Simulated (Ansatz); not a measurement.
# CHFO (formyl fluoride) at B2PLYP/STO-3G

What is the energy change on altering one bond length of CHFO (formyl fluoride) at B2PLYP/STO-3G? 

The results are computed with Ansatz 0.2.0.

62 further runs of the same task are left out: 2 that didn't finish, 60 set aside as unsound or not needed.

### Step 1. The molecule

The species is CHFO (4 atoms), meant as a singlet with charge 0. SMILES: `O=CF`. Geometry: relaxed at PBE0-D4/def2-TZVP.

Bond lengths: O1–C2 1.174 Å, C2–F3 1.336 Å, C2–H4 1.097 Å. Angles: O1–C2–F3 122.9°, O1–C2–H4 127.8°, F3–C2–H4 109.3°.

### Step 2. A single-point energy at B2PLYP/STO-3G

The input, molecule.yaml:

```yaml
crystal:
  periodic: [false, false, false]
  atoms:
    - symbol: O
      position_ang: [-0.889340, 0.201180, 0.827740]
    - symbol: C
      position_ang: [-0.046400, 0.067520, 0.021620]
    - symbol: F
      position_ang: [0.585200, -1.091810, -0.181820]
    - symbol: H
      position_ang: [0.350540, 0.823120, -0.667550]
basis:
  gaussian:
    orbitals: STO-3G
hamiltonian:
  xc: {name: B2PLYP}
correlation:
  frozen_orbitals: {C: 1, F: 1, H: 0, O: 1}
accuracy: high
```

The run is started by

```
$ ansatz run molecule.yaml --threads 1 --pin off --max-ram 3480MiB --events-out events.jsonl --progress --plain --runs-dir runs
```

Output:

```text
Warning: RAYON_NUM_THREADS=1 ignored (pool sized by the plan → 1); use --threads N
Functional definition: B2PLYP
  name "B2PLYP"
  parameter a = 0.53
  parameter c = 0.27
  exchange = (1 - a)*b88_x + a*exact_x
  correlation = (1 - c)*lyp_c + c*(mp2_os + mp2_ss)
273 factors; integrals over basis functions are off by at most 4.8e-8 eV
mean field evaluation 1: about -5723.2169 eV, gradient 3.4e1 eV
mean field evaluation 2: about -5723.2426 eV, gradient 3.4e1 eV
mean field evaluation 4: about -5726.6742 eV, gradient 4.7e0 eV
mean field evaluation 8: about -5726.7484 eV, gradient 1.8e-1 eV
mean field evaluation 16: about -5726.7486 eV, gradient 2.2e-6 eV
mean field -5726.74859978 eV, -210.4541293124 hartree, gradient 1.3e-8 eV, S^2 0.000000; 0 other end points of the search recorded, 0 dependent functions left out
3 core orbitals not correlated: weight in the atoms' cores, before any rotation towards them, 1.000 or more for the frozen orbitals, at most 0.000 for the correlated occupied ones
reference -5726.74861131 eV, -210.4541297360 hartree; 9, 9 occupied and 4, 4 virtual orbitals, 273 factors
second order -5.00930349 eV of doubles, -0.00000000 eV of singles
Total energy: -5728.10112325 eV, -210.5038336331 hartree
```

It took 1.1 s on 1 thread of Intel Xeon Platinum 8259CL at 2.50GHz (Skylake/Cascade Lake), shared host.

### Step 3. The distorted shape

The input, molecule.yaml:

```yaml
crystal:
  periodic: [false, false, false]
  atoms:
    - {symbol: O, position_ang: [-0.988585, 0.012261, 1.000050]}
    - {symbol: C, position_ang: [-0.145645, -0.121399, 0.193930]}
    - {symbol: F, position_ang: [0.485955, -1.280729, -0.009510]}
    - {symbol: H, position_ang: [0.350540, 0.823120, -0.667550]}
basis:
  gaussian:
    orbitals: STO-3G
total_charge: 0
hamiltonian:
  xc: {name: B2PLYP}
correlation:
  frozen_orbitals: {C: 1, F: 1, H: 0, O: 1}
accuracy: high
```

The run is started by

```
$ ansatz run molecule.yaml --threads 1 --pin off --max-ram 3480MiB --events-out events.jsonl --progress --plain --runs-dir runs
```

Output, cut to the lines that bear on the results:

```text
Warning: RAYON_NUM_THREADS=1 ignored (pool sized by the plan → 1); use --threads N
[... 2 set-up lines as earlier in the session ...]
[...]
273 factors; integrals over basis functions are off by at most 3.0e-8 eV
[...]
mean field -5725.97573010 eV, -210.4257268756 hartree, gradient 9.0e-9 eV, S^2 0.000000; 0 other end points of the search recorded, 0 dependent functions left out
3 core orbitals not correlated: weight in the atoms' cores, before any rotation towards them, 1.000 or more for the frozen orbitals, at most 0.000 for the correlated occupied ones
reference -5725.97574190 eV, -210.4257273091 hartree; 9, 9 occupied and 4, 4 virtual orbitals, 273 factors
second order -5.42722805 eV of doubles, -0.00000000 eV of singles
Total energy: -5727.44109347 eV, -210.4795779862 hartree
```

Wall time 1.1 s (1 thread of Intel Xeon Platinum 8259CL at 2.50GHz (Skylake/Cascade Lake), shared host); peak memory 0.11 GiB.

### Step 4. Results

Level: B2PLYP/STO-3G, 3 core orbitals frozen.

```
                                                         quantity          value
                                        first shape: total energy  -210.50383 Eh
                                    distorted shape: total energy  -210.47958 Eh
energy change with the C2–H4 bond stretched from 1.097 to 1.371 Å       0.660 eV
```

In words: With the C2–H4 bond stretched from 1.097 to 1.371 Å the energy rises by 0.66 eV (63.7 kJ/mol). The first shape isn't relaxed at this level, so the change isn't measured from a minimum. The minimal basis adds a large error of its own.
